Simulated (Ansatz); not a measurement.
# SiH5 (doublet): wave-function methods side by side at distance Si1–H5 along a hydrogen transfer = 1.699 Å, cc-pVTZ

How much of the correlation energy of SiH5 (doublet) does each wave-function method recover here?

Program: Ansatz 0.2.0, Gaussian basis. Level of theory: cc-pVTZ, core rule «outside noble gas», up to 5 orbitals frozen. These are calculated values, not measurements.

Plan: UHF; CCSD(T) on ROHF; CCSD(T) on UHF; BCCD(T) on ROHF; CISD; CCSDT(Q) on ROHF; CCSDT(Q) on UHF; CASSCF and NEVPT2, 3 electrons in 3 orbitals; CASSCF and NEVPT2, 9 electrons in 9 orbitals.

## 1. What is computed

The geometry derives from fragments relaxed apart (PBE0/def2-TZVP) and kept rigid, so it is no stationary point. A hydrogen atom is moved between rigid fragments.

6 atoms, charge 0, spin multiplicity 2.

Atoms are counted from 1 here; the program's logs count them from 0.

Bond lengths: Si1–H2 1.485 Å, Si1–H3 1.485 Å, Si1–H4 1.485 Å, Si1–H5 1.699 Å, H5–H6 0.831 Å. Angles: H2–Si1–H3 109.5°, H2–Si1–H4 109.5°, H2–Si1–H5 109.5°, H3–Si1–H4 109.5°, H3–Si1–H5 109.5°, H4–Si1–H5 109.5°, Si1–H5–H6 180.0°.

## 2. UHF

Input file in.yaml:

```yaml
crystal:
  periodic: [false, false, false]
  atoms:
    - {symbol: Si, position_ang: [-0.083507, 0.000000, 0.000000]}
    - {symbol: H, position_ang: [-0.578378, 1.399708, 0.000000]}
    - {symbol: H, position_ang: [-0.578378, -0.699854, 1.212183]}
    - {symbol: H, position_ang: [-0.578379, -0.699854, -1.212183]}
    - {symbol: H, position_ang: [1.615493, 0.000000, 0.000000]}
    - {symbol: H, position_ang: [2.446493, 0.000000, 0.000000]}
basis:
  gaussian: {orbitals: cc-pVTZ}
magnetization: {spin_polarized: true, initial_magnetization: 1}
hamiltonian: {xc: hf}
output: {orbitals: {seedname: orbitals}}
```

Run with:

```sh
ansatz run in.yaml --threads 1 --pin off --events-out ev --progress --plain --max-ram 4096MiB --backend cpu
```

After this run come: CCSD(T) on ROHF; CCSD(T) on UHF; BCCD(T) on ROHF; CISD; CCSDT(Q) on ROHF; CCSDT(Q) on UHF; CASSCF and NEVPT2, 3 electrons in 3 orbitals; CASSCF and NEVPT2, 9 electrons in 9 orbitals.

Q: Predict the results of all the runs planned. Wanted: UCCSDT(Q) below the RHF energy; RMP2 from UCCSDT(Q); UMP2 from UCCSDT(Q); RCCSD from UCCSDT(Q); RCCSD(T) from UCCSDT(Q); UCCSD(T) from UCCSDT(Q); RCCSDT(Q) from UCCSDT(Q); NEVPT2 pair from UCCSDT(Q); NEVPT2 valence from UCCSDT(Q).

**Answer**, as computed:

| quantity | value |
| --- | --- |
| UCCSDT(Q) below the RHF energy | -5.5427 eV |
| RMP2 from UCCSDT(Q) | +24.61 kcal/mol |
| UMP2 from UCCSDT(Q) | +25.11 kcal/mol |
| RCCSD from UCCSDT(Q) | +3.71 kcal/mol |
| RCCSD(T) from UCCSDT(Q) | +0.67 kcal/mol |
| UCCSD(T) from UCCSDT(Q) | +0.68 kcal/mol |
| RCCSDT(Q) from UCCSDT(Q) | +0.02 kcal/mol |
| NEVPT2 pair from UCCSDT(Q) | +24.98 kcal/mol |
| NEVPT2 valence from UCCSDT(Q) | +25.98 kcal/mol |
| levels within 1 kcal/mol (43 meV) | RCCSD(T), UCCSD(T), BCCD(T), RCCSDT, UCCSDT, RCCSDT(Q) |
| T1 diagnostic | 0.021 |
| effectively unpaired electrons | 1.02 |

What this shows: RCCSD(T) lands +0.67 kcal/mol from the yardstick (0.5 % of the correlation energy). One determinant dominates. Of the multireference levels listed NEVPT2 pair comes nearest in total energy (+24.98 kcal/mol), which doesn't show that its space is the better one. These misses are within one basis, not against nature; the frozen cores of restricted and unrestricted runs differ, which can shift their rows.
